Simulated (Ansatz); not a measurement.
# AlCl₂ radical (SMILES [Cl][Al][Cl]): one structure at several levels

A test off equilibrium: a structure displaced at random from a GFN2-xTB minimum is computed at several levels, and each is set against CCSD(T).

The runs use Ansatz 0.2.0, Gaussian basis; single points in def2-TZVPP.

Correlated methods freeze the cores. Orbitals are unrestricted.

## (1) Starting geometry

SMILES `[Cl][Al][Cl]`, 3 atoms, charge 0, spin multiplicity 2.

Atoms are counted from 1 here; the program's logs count them from 0.

Bond lengths: Cl1–Al2 1.880 Å, Al2–Cl3 2.201 Å. Angles: Cl1–Al2–Cl3 129.7°.

As a file:

| atom | x (Å) | y (Å) | z (Å) |
| --- | --- | --- | --- |
| Cl1 | 1.4939 | 0.9631 | 0.7426 |
| Al2 | -0.1864 | 0.5019 | 0.0359 |
| Cl3 | -0.9423 | -1.4552 | -0.6285 |

## (2) CCSD(T)/def2-TZVPP

run/in.yaml reads:

```yaml
crystal:
  periodic: [false, false, false]
  atoms:
    - {symbol: Cl, position_ang: [1.493900, 0.963100, 0.742600]}
    - {symbol: Al, position_ang: [-0.186400, 0.501900, 0.035900]}
    - {symbol: Cl, position_ang: [-0.942300, -1.455200, -0.628500]}
basis:
  gaussian: {orbitals: def2-TZVPP}
magnetization: {spin_polarized: true, initial_magnetization: 1}
correlation: {method: ccsd_t}
scf: {omitted_lower_state_checks: [cluster_reference]}
output: {forces: true}
```

The command line of these runs was not kept.

## (3) PBE0-D4/def2-TZVPP

Edit run/in.yaml of step 2 so:

```diff
@@ -9,4 +9,3 @@
 magnetization: {spin_polarized: true, initial_magnetization: 1}
-correlation: {method: ccsd_t}
-scf: {omitted_lower_state_checks: [cluster_reference]}
-output: {forces: true}
+hamiltonian: {xc: pbe0, dispersion: d4}
+output: {forces: true, orbitals: {seedname: orbitals}}
```

## (4) wB97M-V/def2-TZVPP

Edit run/in.yaml of step 3 so:

```diff
@@ -9,3 +9,3 @@
 magnetization: {spin_polarized: true, initial_magnetization: 1}
-hamiltonian: {xc: pbe0, dispersion: d4}
-output: {forces: true, orbitals: {seedname: orbitals}}
+hamiltonian: {xc: {name: wB97M-V}}
+output: {forces: true}
```

## (5) r2SCAN-D4/def2-TZVPP

Edit run/in.yaml of step 4 so:

```diff
@@ -9,3 +9,3 @@
 magnetization: {spin_polarized: true, initial_magnetization: 1}
-hamiltonian: {xc: {name: wB97M-V}}
+hamiltonian: {xc: r2scan, dispersion: d4}
 output: {forces: true}
```

## (6) PBE-D4/def2-TZVPP

Edit run/in.yaml of step 5 so:

```diff
@@ -9,3 +9,3 @@
 magnetization: {spin_polarized: true, initial_magnetization: 1}
-hamiltonian: {xc: r2scan, dispersion: d4}
+hamiltonian: {xc: pbe, dispersion: d4}
 output: {forces: true}
```

## (7) HSE06-D4/def2-TZVPP

Edit run/in.yaml of step 6 so:

```diff
@@ -9,3 +9,3 @@
 magnetization: {spin_polarized: true, initial_magnetization: 1}
-hamiltonian: {xc: pbe, dispersion: d4}
+hamiltonian: {xc: hse06, dispersion: d4}
 output: {forces: true}
```

## (8) LC-wPBE/def2-TZVPP

Edit run/in.yaml of step 7 so:

```diff
@@ -9,3 +9,3 @@
 magnetization: {spin_polarized: true, initial_magnetization: 1}
-hamiltonian: {xc: hse06, dispersion: d4}
+hamiltonian: {xc: {name: LC-wPBE}}
 output: {forces: true}
```

(Steps that only read results are left out.)

What does the calculation give? Wanted: energy less free atoms, CCSD(T)/def2-TZVPP; RMS force component; RMS force error; HOMO and LUMO, PBE0-D4; T1 diagnostic.

As calculated:

| quantity | value |
| --- | --- |
| energy less free atoms, CCSD(T)/def2-TZVPP | -711.4 kJ/mol |
| RMS force component | 2.803 to 2.969 eV/Å over the methods |
| RMS force error | PBE0-D4 0.125, wB97M-V 0.097, r2SCAN-D4 0.095, PBE-D4 0.113, HSE06-D4 0.120, LC-wPBE 0.206 eV/Å |
| HOMO and LUMO, PBE0-D4 | -6.17 and -2.79 eV |
| T1 diagnostic | 0.012 |

**Reading.** Against CCSD(T) the functionals' energies less atoms differ by -65.1 to -33.2 kJ/mol, PBE-D4 by -48.4 kJ/mol. The reference is not at the basis limit: in triple zeta CCSD(T) underbinds, which counts against methods that bind more; the gaps are no ranking. The forces of r2SCAN-D4 come nearest to CCSD(T), those of LC-wPBE are farthest. Frozen-core CCSD(T) forces in triple zeta carry basis errors of their own, and this is one geometry, so small gaps rank nothing.
